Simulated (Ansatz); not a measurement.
Molecular dynamics of CH8Si2

The input (input.yaml):

```yaml
crystal:
  periodic: [false, false, false]
  atoms:
    - { symbol: Si, position_ang: [-0.001094, -0.100184, -0.165709] }
    - { symbol: H, position_ang: [-0.24447, -0.396647, 1.278437] }
    - { symbol: C, position_ang: [1.855139, -0.000457, -0.501997] }
    - { symbol: H, position_ang: [2.347958, -0.938678, -0.226939] }
    - { symbol: H, position_ang: [2.05233, 0.187421, -1.562755] }
    - { symbol: H, position_ang: [2.317075, 0.807089, 0.075472] }
    - { symbol: Si, position_ang: [-1.108089, 1.886386, -0.723857] }
    - { symbol: H, position_ang: [-2.57295, 1.778054, -0.456976] }
    - { symbol: H, position_ang: [-0.575989, 3.03274, 0.072739] }
    - { symbol: H, position_ang: [-0.924081, 2.213226, -2.169776] }
    - { symbol: H, position_ang: [-0.60333, -1.220351, -0.950038] }
basis:
  gaussian: { orbitals: "6-31G*" }
hamiltonian:
  xc: pbe0
md:
  timestep: 1.0
  n_steps: 250
  ensemble: nvt_nose_hoover
  temperature: 500.0
  initial_velocities: maxwell_boltzmann
  seed: 703549
  nose_hoover: { tau: 20.0, chain_length: 5 }
```

Launched with:

```bash
$ ansatz run input.yaml --threads 1 --pin off --max-ram 2048MiB --backend cpu --events-out ev --progress --plain --runs-dir out
```

It starts from a relaxed structure.

Output, in part (one step line in 5, the closing report, with atoms numbered from 0):

```
md step     0: t =     0.00 fs  T =   500.0 K  F+E_penalty+E_count = -16913.53497073 eV  E_kin = 0.581670 eV  conserved = -16912.95330074 eV  (22 SCF iters)
md step     5: t =     5.00 fs  T =   279.1 K  F+E_penalty+E_count = -16913.26367449 eV  E_kin = 0.324665 eV  conserved = -16912.94374629 eV  (26 SCF iters)
md step    10: t =    10.00 fs  T =   208.8 K  F+E_penalty+E_count = -16913.16728063 eV  E_kin = 0.242894 eV  conserved = -16912.94800739 eV  (24 SCF iters)
md step    15: t =    15.00 fs  T =   291.6 K  F+E_penalty+E_count = -16913.21917138 eV  E_kin = 0.339249 eV  conserved = -16912.94209046 eV  (25 SCF iters)
md step    20: t =    20.00 fs  T =   334.5 K  F+E_penalty+E_count = -16913.19276070 eV  E_kin = 0.389118 eV  conserved = -16912.94177877 eV  (25 SCF iters)
md step    25: t =    25.00 fs  T =   233.5 K  F+E_penalty+E_count = -16912.98529502 eV  E_kin = 0.271598 eV  conserved = -16912.93253171 eV  (26 SCF iters)
md step    30: t =    30.00 fs  T =   320.8 K  F+E_penalty+E_count = -16913.03385212 eV  E_kin = 0.373224 eV  conserved = -16912.92972255 eV  (25 SCF iters)
md step    35: t =    35.00 fs  T =   380.0 K  F+E_penalty+E_count = -16913.06015957 eV  E_kin = 0.442051 eV  conserved = -16912.93207247 eV  (26 SCF iters)
md step    40: t =    40.00 fs  T =   349.9 K  F+E_penalty+E_count = -16912.97769377 eV  E_kin = 0.407016 eV  conserved = -16912.92626692 eV  (23 SCF iters)
md step    45: t =    45.00 fs  T =   297.6 K  F+E_penalty+E_count = -16912.89193024 eV  E_kin = 0.346222 eV  conserved = -16912.93258551 eV  (22 SCF iters)
md step    50: t =    50.00 fs  T =   430.4 K  F+E_penalty+E_count = -16913.00840765 eV  E_kin = 0.500688 eV  conserved = -16912.93705449 eV  (23 SCF iters)
md step    55: t =    55.00 fs  T =   457.3 K  F+E_penalty+E_count = -16912.96047498 eV  E_kin = 0.531948 eV  conserved = -16912.92758696 eV  (23 SCF iters)
md step    60: t =    60.00 fs  T =   494.1 K  F+E_penalty+E_count = -16912.96552544 eV  E_kin = 0.574781 eV  conserved = -16912.94452512 eV  (25 SCF iters)
md step    65: t =    65.00 fs  T =   435.2 K  F+E_penalty+E_count = -16912.83390611 eV  E_kin = 0.506284 eV  conserved = -16912.92973647 eV  (25 SCF iters)
md step    70: t =    70.00 fs  T =   629.3 K  F+E_penalty+E_count = -16912.99200966 eV  E_kin = 0.732065 eV  conserved = -16912.93383771 eV  (25 SCF iters)
md step    75: t =    75.00 fs  T =   844.2 K  F+E_penalty+E_count = -16913.18595460 eV  E_kin = 0.982141 eV  conserved = -16912.93646013 eV  (25 SCF iters)
md step    80: t =    80.00 fs  T =   379.9 K  F+E_penalty+E_count = -16912.62467061 eV  E_kin = 0.441906 eV  conserved = -16912.92600311 eV  (25 SCF iters)
md step    85: t =    85.00 fs  T =   387.4 K  F+E_penalty+E_count = -16912.62569213 eV  E_kin = 0.450726 eV  conserved = -16912.93416548 eV  (23 SCF iters)
md step    90: t =    90.00 fs  T =   694.6 K  F+E_penalty+E_count = -16912.94409253 eV  E_kin = 0.808094 eV  conserved = -16912.92729079 eV  (25 SCF iters)
md step    95: t =    95.00 fs  T =   662.0 K  F+E_penalty+E_count = -16912.90195009 eV  E_kin = 0.770156 eV  conserved = -16912.93493604 eV  (24 SCF iters)
md step   100: t =   100.00 fs  T =   433.8 K  F+E_penalty+E_count = -16912.63538025 eV  E_kin = 0.504649 eV  conserved = -16912.92134394 eV  (25 SCF iters)
md step   105: t =   105.00 fs  T =   736.2 K  F+E_penalty+E_count = -16913.01869687 eV  E_kin = 0.856408 eV  conserved = -16912.93337027 eV  (25 SCF iters)
md step   110: t =   110.00 fs  T =   642.4 K  F+E_penalty+E_count = -16912.96378032 eV  E_kin = 0.747317 eV  conserved = -16912.93430407 eV  (25 SCF iters)
md step   115: t =   115.00 fs  T =   371.0 K  F+E_penalty+E_count = -16912.71411791 eV  E_kin = 0.431646 eV  conserved = -16912.92332489 eV  (24 SCF iters)
md step   120: t =   120.00 fs  T =   477.8 K  F+E_penalty+E_count = -16912.93444126 eV  E_kin = 0.555881 eV  conserved = -16912.93982888 eV  (25 SCF iters)
md step   125: t =   125.00 fs  T =   499.8 K  F+E_penalty+E_count = -16913.04834480 eV  E_kin = 0.581433 eV  conserved = -16912.93093342 eV  (22 SCF iters)
md step   130: t =   130.00 fs  T =   351.3 K  F+E_penalty+E_count = -16913.00775592 eV  E_kin = 0.408699 eV  conserved = -16912.93028302 eV  (25 SCF iters)
md step   135: t =   135.00 fs  T =   285.8 K  F+E_penalty+E_count = -16913.00154542 eV  E_kin = 0.332447 eV  conserved = -16912.93447538 eV  (24 SCF iters)
md step   140: t =   140.00 fs  T =   343.9 K  F+E_penalty+E_count = -16913.09785532 eV  E_kin = 0.400063 eV  conserved = -16912.93075667 eV  (25 SCF iters)
md step   145: t =   145.00 fs  T =   295.5 K  F+E_penalty+E_count = -16913.06111821 eV  E_kin = 0.343815 eV  conserved = -16912.93154772 eV  (25 SCF iters)
md step   150: t =   150.00 fs  T =   294.7 K  F+E_penalty+E_count = -16913.06115183 eV  E_kin = 0.342810 eV  conserved = -16912.93196020 eV  (25 SCF iters)
md step   155: t =   155.00 fs  T =   214.0 K  F+E_penalty+E_count = -16912.95835699 eV  E_kin = 0.248914 eV  conserved = -16912.93414037 eV  (24 SCF iters)
md step   160: t =   160.00 fs  T =   307.9 K  F+E_penalty+E_count = -16913.03636196 eV  E_kin = 0.358226 eV  conserved = -16912.93472318 eV  (25 SCF iters)
md step   165: t =   165.00 fs  T =   480.4 K  F+E_penalty+E_count = -16913.18657269 eV  E_kin = 0.558921 eV  conserved = -16912.93728470 eV  (25 SCF iters)
md step   170: t =   170.00 fs  T =   451.6 K  F+E_penalty+E_count = -16913.11710070 eV  E_kin = 0.525385 eV  conserved = -16912.94619004 eV  (25 SCF iters)
md step   175: t =   175.00 fs  T =   408.9 K  F+E_penalty+E_count = -16913.00890221 eV  E_kin = 0.475670 eV  conserved = -16912.93438926 eV  (24 SCF iters)
md step   180: t =   180.00 fs  T =   616.4 K  F+E_penalty+E_count = -16913.21642167 eV  E_kin = 0.717117 eV  conserved = -16912.94839297 eV  (25 SCF iters)
md step   185: t =   185.00 fs  T =   505.4 K  F+E_penalty+E_count = -16913.05143826 eV  E_kin = 0.587991 eV  conserved = -16912.94391552 eV  (23 SCF iters)
md step   190: t =   190.00 fs  T =   454.8 K  F+E_penalty+E_count = -16912.95941616 eV  E_kin = 0.529099 eV  conserved = -16912.93544735 eV  (23 SCF iters)
md step   195: t =   195.00 fs  T =   628.0 K  F+E_penalty+E_count = -16913.15071084 eV  E_kin = 0.730607 eV  conserved = -16912.94803062 eV  (23 SCF iters)
md step   200: t =   200.00 fs  T =   611.1 K  F+E_penalty+E_count = -16913.10475953 eV  E_kin = 0.710906 eV  conserved = -16912.93438241 eV  (25 SCF iters)
md step   205: t =   205.00 fs  T =   423.8 K  F+E_penalty+E_count = -16912.88251952 eV  E_kin = 0.493070 eV  conserved = -16912.93193218 eV  (23 SCF iters)
md step   210: t =   210.00 fs  T =   405.9 K  F+E_penalty+E_count = -16912.85484853 eV  E_kin = 0.472232 eV  conserved = -16912.92894087 eV  (25 SCF iters)
md step   215: t =   215.00 fs  T =   544.4 K  F+E_penalty+E_count = -16912.99908261 eV  E_kin = 0.633351 eV  conserved = -16912.92447185 eV  (25 SCF iters)
md step   220: t =   220.00 fs  T =   326.3 K  F+E_penalty+E_count = -16912.73841043 eV  E_kin = 0.379545 eV  conserved = -16912.92258059 eV  (26 SCF iters)
md step   225: t =   225.00 fs  T =   421.8 K  F+E_penalty+E_count = -16912.83985210 eV  E_kin = 0.490705 eV  conserved = -16912.92264997 eV  (23 SCF iters)
md step   230: t =   230.00 fs  T =   487.5 K  F+E_penalty+E_count = -16912.90965356 eV  E_kin = 0.567160 eV  conserved = -16912.92936434 eV  (25 SCF iters)
md step   235: t =   235.00 fs  T =   518.2 K  F+E_penalty+E_count = -16912.93071487 eV  E_kin = 0.602854 eV  conserved = -16912.93230012 eV  (25 SCF iters)
md step   240: t =   240.00 fs  T =   597.5 K  F+E_penalty+E_count = -16913.00805873 eV  E_kin = 0.695130 eV  conserved = -16912.92972439 eV  (25 SCF iters)
md step   245: t =   245.00 fs  T =   570.2 K  F+E_penalty+E_count = -16912.98690927 eV  E_kin = 0.663335 eV  conserved = -16912.94086622 eV  (25 SCF iters)
md step   250: t =   250.00 fs  T =   463.7 K  F+E_penalty+E_count = -16912.84843172 eV  E_kin = 0.539474 eV  conserved = -16912.92617868 eV  (24 SCF iters)
Total energy: -16912.84845851 eV, -621.5357169100 hartree
Atom 0 at    -0.026444    -0.123866    -0.175621 Å, force     1.603776     0.470831    -0.732482 eV/Å
Atom 1 at    -0.175979    -0.487698     1.226408 Å, force    -0.250128    -0.242987     0.608854 eV/Å
Atom 2 at     1.928049    -0.003324    -0.491304 Å, force    -1.653464    -0.204222     3.814898 eV/Å
Atom 3 at     2.464242    -0.927759    -0.079607 Å, force    -0.675495     1.429493    -0.590499 eV/Å
Atom 4 at     2.187356     0.242190    -1.453511 Å, force     0.638279     0.181016    -2.725271 eV/Å
Atom 5 at     2.137276     0.924105     0.097211 Å, force     0.551214    -0.824897    -0.021950 eV/Å
Atom 6 at    -1.129430     1.891283    -0.715426 Å, force    -0.891088     0.598487     1.271317 eV/Å
Atom 7 at    -2.558681     2.353305    -0.179938 Å, force     1.321597    -0.784837    -0.372255 eV/Å
Atom 8 at    -0.222579     3.012433    -0.417122 Å, force     0.292170     0.295463     0.533565 eV/Å
Atom 9 at    -1.123765     2.058754    -2.132032 Å, force    -0.304541    -0.200408    -1.489552 eV/Å
Atom 10 at    -0.479192    -1.154931    -1.087391 Å, force    -0.632320    -0.717940    -0.296625 eV/Å
Dipole moment:     0.107935    -0.106590     0.043434 e Å
```

The run went to its last step. The conserved energy stayed within 3.4 meV per atom of its start (net change 2.5 meV per atom), so there is no drift, though single steps change it by up to 22 meV in the whole system, a sign of fast motions only just resolved. The mean temperature of the second half is 10 % below the set value. A run of 0.25 ps of so small a system gives no equilibrium averages.

The same pairs are bonded in the first frame and the last. Pairs count as bonded within 1.25 times the sum of covalent radii (0.12 Å more for H–H).

Last frame:

```xyz
11
Properties=species:S:1:pos:R:3
Si -0.026 -0.124 -0.176
H -0.176 -0.488 1.226
C 1.928 -0.003 -0.491
H 2.464 -0.928 -0.080
H 2.187 0.242 -1.454
H 2.137 0.924 0.097
Si -1.129 1.891 -0.715
H -2.559 2.353 -0.180
H -0.223 3.012 -0.417
H -1.124 2.059 -2.132
H -0.479 -1.155 -1.087
```

Run time: 10 min on 1 thread of Arm Neoverse V2 (shared host), peak memory 0.13 GiB.
